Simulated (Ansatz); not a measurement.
Relaxation of BClFH₂ (5 atoms, charge 0, multiplicity 2), to a largest force component of 0.03 eV/Å in at most 50 steps.

Method: UKS BHLYP/def2-SVP in Ansatz.

```xyz
5
Properties=species:S:1:pos:R:3:forces:R:3
B -0.026 0.000 -0.094 0.11 0.00 0.02
H -0.054 0.000 1.098 -0.06 0.00 0.12
H 1.008 0.000 -0.691 -0.09 0.00 -0.07
Cl -1.531 0.000 -0.955 0.04 0.00 -0.01
F 0.023 0.000 3.217 0.00 0.00 -0.06
```

**Question.** Where does it end, and by what steps?

**Answer.** The forces met the threshold. After 14 steps the energy has fallen by 0.919 eV; H2 moved furthest, 0.77 Å. Parted: B1–H2 (1.19 → 2.12 Å). Joined: H2–F5 (2.12 → 0.92 Å).

```tsv
step	energy less start (eV)	largest force component (eV/Å)	accepted
0	0.0000	0.122	yes
1	-0.0030	0.070	yes
2	-0.0169	0.179	yes
3	-0.0357	0.438	yes
4	-0.0664	0.717	yes
5	-0.1139	1.024	yes
6	-0.3937	2.269	yes
7	0.3643	16.040	no
8	-0.6638	1.645	yes
9	-0.8039	0.987	yes
10	-0.8955	0.281	yes
11	-0.9153	0.228	yes
12	-0.9187	0.057	yes
13	-0.9188	0.049	yes
14	-0.9189	0.022	yes
```

```xyz
5
Properties=species:S:1:pos:R:3
B -0.057 0.000 -0.252
H -0.041 0.000 1.864
H 1.027 0.000 -0.748
Cl -1.551 0.000 -1.074
F 0.042 0.000 2.784
```

Whether the end is a true minimum wasn't checked by a vibrational analysis.

The run took 19 s on 2 threads of Arm Neoverse V2, with other jobs on the host, peak memory 0.13 GiB.
